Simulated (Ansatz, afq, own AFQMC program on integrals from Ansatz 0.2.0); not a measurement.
# Al2H2, triplet → Al2H2, quintet

```xyz
4

Al    0.0000    0.0000    1.1500
Al    0.0000    0.0000   -1.1500
H     0.0000    0.0000    2.7245
H     0.0000    0.0000   -2.7245
```

Connectivity, by distances: AlH–AlH.

E(quintet, charge +0) − E(triplet, charge +0) at this geometry, on UHF and UHF determinants.

Basis 6-31G. Noble-gas cores (and the filled d shells of Ga–Kr and In–Xe) are frozen. AFQMC by an in-house program on the Cholesky factors that Ansatz 0.2.0 writes for its CCSD(T) run. The CISD trial takes its coefficients from CCSD amplitudes. Released means that phaseless walkers are propagated on without the constraint, phases kept. ± is one standard error of the sampling. The errors of all members are added in quadrature.

Full CI on the same integrals is exact in this basis and with this determinant's frozen core.

Errors are counted within 6-31G, not against nature.

Cautions: Al₂H₂ (quintet): another spin lies lower, strong correlation (T1 0.051, weight of the determinant 0.85, largest double 0.11), the released energies are still falling, so no released level is given (meV from the phaseless value at times in 1/Eh: -4.4 ± 2.4 at 0.24, -10.6 ± 1.8 at 0.51, -15.7 ± 1.7 at 0.99, -23.0 ± 1.9 at 1.62, -56 ± 30 at 2.40), its ph-AFQMC/CISD value lies 44 ± 3 meV above full CI; the upper state may be diffuse, so the gap hangs on the basis; core correlation is missing, and it shifts such a gap most where an s electron is promoted.

```csv
level,vertical spin gap (eV)
CCSD,4.705
MP2,4.906
```

(1) From these cheaper values, estimate the vertical spin gap at the reference level in 6-31G.

(1) 4.646 eV (full CI in 6-31G).

```
        level  vertical spin gap (eV)  error against FCI (eV)
           HF                   4.841                   0.195
      CCSD(T)                   4.663                   0.018
        CCSDT                   4.646                   0.000
     CCSDT(Q)                   4.644                  -0.002
       CCSDTQ                   4.646                   0.000
  ph-AFQMC/HF           4.782 ± 0.026           0.137 ± 0.026
ph-AFQMC/CISD           4.683 ± 0.004           0.038 ± 0.004
```

Correlation beyond CCSD(T) takes off 0.018 eV. The perturbative (T) step is worth −0.041 eV. Where the cautions show a poor determinant, the low rows tell how each method copes with it, not its usual error.

CCSDT and higher add their correlation energy to the determinant of the CCSD(T) run, since their own runs factorise the integrals more tightly (a shift of under 2 meV). A walk keeps the symmetry of its determinant, which the program's search chose and which needn't be the lowest solution, so a lower state of the same spin and another symmetry isn't excluded.
